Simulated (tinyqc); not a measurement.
Starting guesses with DIIS over 6 matrices: SCF starting guesses in the sto-3g basis, for H3O+, spin multiplicity 1. Computed by the program tinyqc with PySCF. RHF with one setting changed at a time; a run stops when the energy changes by less than 1e-09 hartree and the error matrix is below 1e-5. Starts: the lowest orbitals of the core Hamiltonian, of the Wolfsberg-Helmholz matrix (K = 1.75), projected atomic densities, random orbitals, and the highest orbitals of the core Hamiltonian (a deliberately bad start).

Geometry (angstrom):
```
atom,x,y,z
O,0.0000,0.0000,0.0120
H,1.0800,0.0000,0.0000
H,-0.5400,0.9350,0.0000
H,-0.5400,-0.9350,0.0000
```

lowest restricted solution found by these runs and by PySCF = -75.301703 hartree

Largest element of the error matrix X^T (FDS - SDF) X:
```
iteration,core,Wolfsberg-Helmholz,atomic densities,random,highest core orbitals
1,6.9e-01,4.5e-01,9.8e-01,1.4e+01,2.0e-01
2,2.3e-01,1.1e-01,3.3e-01,6.9e-01,7.0e-01
3,1.2e-02,2.0e-02,2.8e-02,2.0e-01,7.1e-01
4,2.0e-03,4.1e-03,5.2e-03,2.5e-02,7.1e-01
5,2.8e-04,6.4e-05,8.7e-05,7.9e-03,7.1e-01
6,4.4e-05,1.4e-05,9.4e-06,1.7e-03,6.9e-01
8,4.3e-09,-,-,3.0e-05,2.1e-01
10,-,-,-,1.4e-06,6.5e-03
14,-,-,-,-,2.0e-06
```

How each run ends:
```
run,iterations,E (hartree),state
core,8,-75.30170,lowest found
Wolfsberg-Helmholz,7,-75.30170,lowest found
atomic densities,7,-75.30170,lowest found
random,10,-75.30170,lowest found
highest core orbitals,15,-75.30170,lowest found
```

What does the comparison show, and why?

5 of 5 runs reach the lowest restricted solution found, in 7 to 15 iterations (fastest: Wolfsberg-Helmholz, atomic densities). The first errors are 7e-01, 5e-01, 1e+00, 1e+01, 2e-01; the deliberately bad start has the smallest one, so a small first error does not mark a good start.
